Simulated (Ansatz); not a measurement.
```yaml
crystal:
  periodic: [false, false, false]
  atoms:
    - {symbol: Pd, position_ang: [0.000000, 0.000000, 0.000000]}
    - {symbol: S, position_ang: [0.000000, 0.000000, 2.440000]}
basis:
  gaussian: {orbitals: def2-TZVP}
total_charge: 1
magnetization: {spin_polarized: true, initial_magnetization: 3}
hamiltonian: {xc: pbe0}
relax: {f_tol: 0.004, max_steps: 80}
```

```sh
$ ansatz run in.yaml --threads 1 --pin off --events-out ev --progress --plain --max-ram 2176MiB
```

Steps of the relaxation (energy above the last step; positions in Å, forces in eV/Å):

```
2
step 1, 412.8 meV
Pd    0.000    0.000    0.000    0.000    0.000    1.812
S     0.000    0.000    2.440    0.000    0.000   -1.812
```

```
2
step 2, 49.4 meV
Pd    0.000    0.000    0.117    0.000    0.000    1.000
S     0.000    0.000    2.323    0.000    0.000   -1.000
```

```
2
step 3, 106.3 meV
Pd    0.000    0.000    0.217    0.000    0.000   -2.156
S     0.000    0.000    2.223    0.000    0.000    2.156
```

```
2
step 5, 0.0 meV
Pd    0.000    0.000    0.162    0.000    0.000    0.001
S     0.000    0.000    2.278    0.000    0.000   -0.001
```

Close pairs at the end: Pd1–S2 2.116 Å.

A stationary point of unrestricted PBE0 after 5 steps, with ⟨S²⟩ = 3.756 against 3.75 for a pure state. 24 s on 1 thread of Intel Xeon Platinum 8259CL, shared host.
